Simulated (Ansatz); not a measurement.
Basis-set extrapolation for C$_{4}$H$_{6}$O$_{2}$, SMILES `CC1(C=O)CO1` (PBE0-D4/def2-TZVP geometry, frozen core, the Gaussian-basis code of Ansatz). Multiplicity 1, RHF reference.

|  | def2-TZVPP | def2-QZVPP |
| --- | --- | --- |
| HF | -304.760100 | -304.773899 |
| MP2 correlation | -1.119545 | -1.198265 |
| CCSD(T) correlation | -1.196632 | not run |

Energies in hartree. Use E(X) = E(∞) + A·exp(−7.88·√X) for Hartree–Fock and E(X) = E(∞) + B·X^(−2.97) for correlation, with X = 3 and 4, and add CCSD(T) minus MP2 of the smaller set to the MP2 limit.

Task: What is the CCSD(T) energy at the basis-set limit?

Result: HF limit: -304.773899 + (-0.013799) × 0.13774 = -304.77580. MP2 limit: -1.198265 + (-0.078720) × 0.74074 = -1.25658. Higher-order term: -1.196632 − (-1.119545) = -0.07709. Total: -306.10947 hartree, 401.0 kJ/mol below CCSD(T)/def2-TZVPP.
